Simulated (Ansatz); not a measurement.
Basis-set series for C$_{2}$H$_{6}$FNS, SMILES `CC(N)(F)S`. Charge 0, multiplicity 1. Geometry: relaxed with PBE0-D4/def2-TZVP. It is one conformer, not always the lowest.

| functional | basis | functions | energy (Eh) | HOMO (eV) | LUMO (eV) |
| --- | --- | --- | --- | --- | --- |
| PBE0-D4 | def2-SVP | 104 | -631.92932 | -6.98 | 0.88 |
| PBE0-D4 | def2-TZVPP | 250 | -632.34299 | -7.17 | 0.34 |
| ωB97M-V | def2-SVP | 104 | -632.19760 | -9.23 | 2.85 |
| ωB97M-V | def2-TZVPP | 250 | -632.62044 | -9.44 | 2.11 |

**Question.** Give the rows for def2-QZVPP. (Best estimate.)

**Answer.** Computed: 
| functional | basis | functions | energy (Eh) | HOMO (eV) | LUMO (eV) |
| --- | --- | --- | --- | --- | --- |
| PBE0-D4 | def2-QZVPP | 478 | -632.36806 | -7.22 | 0.15 |
| ωB97M-V | def2-QZVPP | 478 | -632.64447 | -9.49 | 1.61 |

Positive LUMOs are unbound and depend on the basis.
